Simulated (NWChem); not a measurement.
# One shape, several levels: C3H5Cl (SMILES C/C=C/Cl)

Aim: a comparison of 4 runs (HF/cc-pVDZ, PBE/cc-pVDZ, MP2/cc-pVDZ, CCSD(T)/cc-pVDZ) of C3H5Cl. 

The results are computed with NWChem 7.3.0.

1 further run of the same task is left out (it didn't finish). Runs told in other sessions of the task aren't counted.

### Step 1. The structure to begin with

The species is C3H5Cl (9 atoms), meant as a singlet with charge 0. SMILES: `C/C=C/Cl`. The C2–C3 distance was set to 2.910 Å, away from the relaxed value. At this shape a bond of the SMILES string is far longer than usual.

Bond lengths: C1–C2 1.489 Å, C3–Cl4 1.723 Å, C1–H5 1.094 Å, C1–H6 1.091 Å, C1–H7 1.094 Å, C2–H8 1.086 Å, C3–H9 1.083 Å. Angles: C1–C2–H8 117.8°, C2–C1–H5 110.9°, C2–C1–H6 111.7°, C2–C1–H7 110.9°, Cl4–C3–H9 113.2°, H5–C1–H6 108.2°, H5–C1–H7 106.8°, H6–C1–H7 108.2°.

### Step 2. The energy at HF/cc-pVDZ (run 1)

Contents of run.py:

```python
from ase import Atoms
from ase.calculators.nwchem import NWChem

system = Atoms('CCCClHHHHH', positions=[
    [0.595531, 1.777162, -1.844744],
    [0.501061, 0.300762, -1.674174],
    [-0.271700, -0.974230, 0.824660],
    [-0.380880, -2.682470, 1.023190],
    [-0.077979, 2.122062, -2.635174],
    [0.341011, 2.306452, -0.924854],
    [1.607301, 2.071482, -2.139794],
    [0.734431, -0.324478, -2.531364],
    [-0.519780, -0.424080, 1.724330],
])

calc = NWChem(
    label='c3h5cl',
    theory='scf',
    memory='2200 mb',
    basis='cc-pVDZ',
    basispar='spherical bse',
    scf={'nopen': '0', 'rhf': None, 'thresh': '1e-08', 'maxiter': '80'},
    task='energy',
)
system.calc = calc

e = system.get_potential_energy()
print(f"E = {e:.6f} eV")
print("dipole (e A):", system.get_dipole_moment().round(4))
```

Launch:

```
export ASE_NWCHEM_COMMAND="nwchem PREFIX.nwi > PREFIX.nwo"
python run.py
```

Standard output:

```text
E = -15666.266596 eV
dipole (e A): [ 0.0242  0.3484 -0.0469]
```

The calculator wrote c3h5cl.nwi:

```
title "c3h5cl"

permanent_dir c3h5cl

scratch_dir c3h5cl

start c3h5cl

geometry units angstrom nocenter noautosym noautoz
  C  5.9553100000000003e-01 1.7771619999999999e+00 -1.8447439999999999e+00
  C  5.0106099999999998e-01 3.0076199999999997e-01 -1.6741740000000001e+00
  C  -2.7170000000000000e-01 -9.7423000000000004e-01 8.2465999999999995e-01
  Cl -3.8088000000000000e-01 -2.6824699999999999e+00 1.0231900000000000e+00
  H  -7.7979000000000007e-02 2.1220620000000001e+00 -2.6351740000000001e+00
  H  3.4101100000000001e-01 2.3064520000000002e+00 -9.2485399999999995e-01
  H  1.6073010000000001e+00 2.0714820000000000e+00 -2.1397940000000002e+00
  H  7.3443099999999994e-01 -3.2447799999999999e-01 -2.5313639999999999e+00
  H  -5.1978000000000002e-01 -4.2408000000000001e-01 1.7243299999999999e+00
end

memory 2200 mb

basis spherical bse noprint
   * library cc-pVDZ
end

scf
  nopen 0
  rhf
  thresh 1e-08
  maxiter 80
end

task scf energy
```

c3h5cl.nwo:

```text
Northwest Computational Chemistry Package (NWChem) 7.3.0
             --------------------------------------------------------

           Job information
           ---------------

    nwchem branch   = 7.3.0
    use scalapack   = T
    input           = c3h5cl.nwi
    prefix          = c3h5cl.
    data base       = c3h5cl/c3h5cl.db
    status          = startup
    nproc           =        1

           Memory information
           ------------------

    heap     =     72089598 doubles =      550.0 Mbytes
    stack    =     72089595 doubles =      550.0 Mbytes
    global   =    144179200 doubles =     1100.0 Mbytes (distinct from heap & stack)
    total    =    288358393 doubles =     2200.0 Mbytes
    verify   = yes
    hardfail = no

[... 132 lines left out ...]
 Convergence threshold     :          1.000E-08
[... 13 lines left out ...]
       Final RHF  results
[... 3 lines left out ...]
      One-electron energy =  -1021.939989176954
[... 1 line left out ...]
 Nuclear repulsion energy =    116.206607490422
[... 38 lines left out ...]
                       ROHF Final Molecular Orbital Analysis
[... 183 lines left out ...]
  Mulliken analysis of the total density
  --------------------------------------

    Atom       Charge   Shell Charges
 -----------   ------   -------------------------------------------------------
    1 C    6     6.09   2.00  0.65  0.40  2.05  0.93  0.06
    2 C    6     6.09   2.00  0.77  0.77  1.65  0.85  0.05
    3 C    6     6.00   2.00  0.83  0.81  1.52  0.77  0.07
[... 5 lines of this table left out ...]
    9 H    1     0.92   0.76  0.13  0.03

       Multipole analysis of the density wrt the origin
       ------------------------------------------------

     L   x y z        total         open         nuclear
     -   - - -        -----         ----         -------
     0   0 0 0     -0.000000      0.000000     40.000000

     1   1 0 0      0.045824      0.000000      1.057067
[... 8 lines of this table left out ...]
     2   0 0 2    -20.606873      0.000000    288.802519

 Task  times  cpu:       20.0s     wall:       20.0s
 Total times  cpu:       20.0s     wall:       20.0s
```

It took 21 s on 1 thread of Intel Xeon 6975P-C (Granite Rapids), shared host; peak memory 0.1 GiB.

### Step 3. The energy at PBE/cc-pVDZ (run 2)

Contents of c3h5cl.xyz:

```xyz
9
C3H5Cl
C      0.595531     1.777162    -1.844744
C      0.501061     0.300762    -1.674174
C     -0.271700    -0.974230     0.824660
Cl    -0.380880    -2.682470     1.023190
H     -0.077979     2.122062    -2.635174
H      0.341011     2.306452    -0.924854
H      1.607301     2.071482    -2.139794
H      0.734431    -0.324478    -2.531364
H     -0.519780    -0.424080     1.724330
```

Contents of run.py:

```python
from ase.io import read
from ase.calculators.nwchem import NWChem

molecule = read('c3h5cl.xyz')

calc = NWChem(
    label='c3h5cl',
    theory='dft',
    memory='2200 mb',
    basis='cc-pVDZ',
    basispar='spherical bse',
    dft={'xc': 'xpbe96 cpbe96', 'mult': '1', 'grid': 'xfine', 'convergence': 'energy 1e-08', 'iterations': '100', 'mulliken': None, 'print': 'low'},
    task='energy',
)
molecule.calc = calc

print("Total energy (eV):", round(molecule.get_potential_energy(), 6))
```

Launch:

```
export ASE_NWCHEM_COMMAND="nwchem PREFIX.nwi > PREFIX.nwo"
python run.py
```

Standard output:

```text
Total energy (eV): -15696.872006
```

The calculator wrote c3h5cl.nwi:

```
title "c3h5cl"

permanent_dir c3h5cl

scratch_dir c3h5cl

start c3h5cl

geometry units angstrom nocenter noautosym noautoz
  C  5.9553100000000003e-01 1.7771619999999999e+00 -1.8447439999999999e+00
  C  5.0106099999999998e-01 3.0076199999999997e-01 -1.6741740000000001e+00
  C  -2.7170000000000000e-01 -9.7423000000000004e-01 8.2465999999999995e-01
  Cl -3.8088000000000000e-01 -2.6824699999999999e+00 1.0231900000000000e+00
  H  -7.7979000000000007e-02 2.1220620000000001e+00 -2.6351740000000001e+00
  H  3.4101100000000001e-01 2.3064520000000002e+00 -9.2485399999999995e-01
  H  1.6073010000000001e+00 2.0714820000000000e+00 -2.1397940000000002e+00
  H  7.3443099999999994e-01 -3.2447799999999999e-01 -2.5313639999999999e+00
  H  -5.1978000000000002e-01 -4.2408000000000001e-01 1.7243299999999999e+00
end

memory 2200 mb

basis spherical bse noprint
   * library cc-pVDZ
end

dft
  xc xpbe96 cpbe96
  mult 1
  grid xfine
  convergence energy 1e-08
  iterations 100
  mulliken
  print low
end

task dft energy
```

c3h5cl.nwo:

```text
Northwest Computational Chemistry Package (NWChem) 7.3.0
             --------------------------------------------------------

           Job information
           ---------------

    nwchem branch   = 7.3.0
    use scalapack   = T
    input           = c3h5cl.nwi
    prefix          = c3h5cl.
    data base       = c3h5cl/c3h5cl.db
    status          = startup
    nproc           =        1

           Memory information
           ------------------

    heap     =     72089598 doubles =      550.0 Mbytes
    stack    =     72089595 doubles =      550.0 Mbytes
    global   =    144179200 doubles =     1100.0 Mbytes (distinct from heap & stack)
    total    =    288358393 doubles =     2200.0 Mbytes
    verify   = yes
    hardfail = no

[... 37 lines left out ...]
            Nuclear Dipole moment (a.u.)
[... 75 lines left out ...]
   convergence    iter        energy       DeltaE   RMS-Dens  Diis-err    time
[... 13 lines left out ...]
         Total DFT energy =     -576.849411190418
      One electron energy =    -1021.841591090416
           Coulomb energy =      374.490100784019
    Exchange-Corr. energy =      -45.704528374443
 Nuclear repulsion energy =      116.206607490422
[... 9 lines left out ...]
    Atom       Charge   Shell Charges
 -----------   ------   -------------------------------------------------------
    1 C    6     6.04   2.02  0.66  0.37  2.12  0.82  0.04
    2 C    6     6.17   2.01  0.71  0.64  1.78  0.99  0.03
    3 C    6     6.22   2.01  0.73  0.70  1.75  0.99  0.04
[... 5 lines of this table left out ...]
    9 H    1     0.89   0.72  0.14  0.03

     -------------------------------------------
      Total Density - Lowdin Population Analysis
     -------------------------------------------

    Atom       Charge   Shell Charges
 -----------   ------   -------------------------------------------------------
    1 C    6     6.10   1.88  0.55  0.38  1.88  1.26  0.15
    2 C    6     6.02   1.90  0.65  0.51  1.64  1.24  0.09
    3 C    6     6.28   1.91  0.69  0.60  1.62  1.36  0.11
[... 5 lines of this table left out ...]
    9 H    1     0.99   0.60  0.29  0.10

 Task  times  cpu:      176.1s     wall:      176.1s
 Total times  cpu:      176.1s     wall:      176.1s
```

Run time: 3 min. Hardware: 1 thread of Intel Xeon 6975P-C (Granite Rapids), shared host; peak memory 0.14 GiB.

### Step 4. A single-point energy at MP2/cc-pVDZ (run 3)

Contents of c3h5cl.nw:

```
start c3h5cl
title "C3H5Cl"
memory total 2200 mb

geometry units angstroms noautosym nocenter noautoz
 C      0.595531     1.777162    -1.844744
 C      0.501061     0.300762    -1.674174
 C     -0.271700    -0.974230     0.824660
 Cl    -0.380880    -2.682470     1.023190
 H     -0.077979     2.122062    -2.635174
 H      0.341011     2.306452    -0.924854
 H      1.607301     2.071482    -2.139794
 H      0.734431    -0.324478    -2.531364
 H     -0.519780    -0.424080     1.724330
end

basis "ao basis" spherical bse
 * library cc-pVDZ
end

scf
 thresh 1e-08
 maxiter 80
 noprint "final vectors analysis"
end

mp2
 freeze core 8
 tight
end

task mp2
```

Launch:

```
nwchem c3h5cl.nw > c3h5cl.out
```

Standard output:

```text
[...]
  functions       =    85
[...]
  wavefunction    = RHF
[...]
         Total SCF energy =   -575.724683130394
      One-electron energy =  -1021.939989177260
      Two-electron energy =    330.008698556443
 Nuclear repulsion energy =    116.206607490422
        Time for solution =     19.7s
[...]
          Total MP2 energy          -576.226047843398
[...]
```

It took 24 s on 1 thread of Intel Xeon 6975P-C (Granite Rapids), shared host; peak memory 0.2 GiB.

### Step 5. A single-point energy at CCSD(T)/cc-pVDZ (run 4)

Contents of c3h5cl.nw:

```
echo
start c3h5cl
title "C3H5Cl energy"
memory 2200 mb

geometry units angstrom noautosym nocenter noautoz
   C        0.595531       1.777162      -1.844744
   C        0.501061       0.300762      -1.674174
   C       -0.271700      -0.974230       0.824660
   Cl      -0.380880      -2.682470       1.023190
   H       -0.077979       2.122062      -2.635174
   H        0.341011       2.306452      -0.924854
   H        1.607301       2.071482      -2.139794
   H        0.734431      -0.324478      -2.531364
   H       -0.519780      -0.424080       1.724330
end

basis spherical bse
   * library cc-pVDZ
end

scf
   singlet
   rhf
   thresh 1e-08
   maxiter 80
   print medium
end

ccsd
   freeze core 8
   maxiter 60
end

task ccsd(t) energy
```

Launch:

```
nwchem c3h5cl.nw > c3h5cl.out
```

Standard output:

```text
[...]
  functions       =    85
[...]
  wavefunction    = RHF
[...]
         Total SCF energy =   -575.724683130394
      One-electron energy =  -1021.939989177260
      Two-electron energy =    330.008698556443
 Nuclear repulsion energy =    116.206607490422
        Time for solution =     18.7s
[...]
 Total MP2 energy:           -576.226047843398192
[...]
             energy      energy      error      ampl     ampl      Block
                                                time     time      time
[...]
 Total CCSD energy:           -576.299736162613613
[...]
 Total CCSD+T(CCSD) energy:           -576.319119334614584
[...]
 Total CCSD(T) energy:                -576.318155686940486
[...]
```

Wall time 3 min (1 thread of Intel Xeon 6975P-C (Granite Rapids), shared host); peak memory 0.24 GiB.

### Step 6. All runs side by side

```csv
run,level,iteration cap,module,energy (Eh),wall time
1,HF/cc-pVDZ,80,scf,-575.724683,21 s
2,PBE/cc-pVDZ,100,dft,-576.849411,3 min
3,MP2/cc-pVDZ,80,mp2,-576.226048,24 s
4,CCSD(T)/cc-pVDZ,80,ccsd(t),-576.318156,3 min
```

### Step 7. Summary of results

| quantity | value |
| --- | --- |
| run 4: total energy | -576.31816 Eh |
| run 4: HOMO energy (Hartree–Fock orbitals) | -7.77 eV |
| run 4: LUMO energy (Hartree–Fock orbitals) | 1.90 eV |
| run 4: HOMO–LUMO gap (Hartree–Fock orbitals) | 9.67 eV |
| run 4: correlation energy (8 core orbitals frozen) | -593.5 mEh |
| run 4: (T) correction | -18.42 mEh |

What this shows: Below the HF energy at the same shape and in the same basis (cc-pVDZ): MP2 -501.4 mEh; CCSD(T) -593.5 mEh. In all runs a closed-shell determinant meets a far-stretched bond; if it breaks into open shells, such a determinant describes it badly, and no broken-symmetry solution was shown. All runs together took 6.7 min, the longest 3 min.
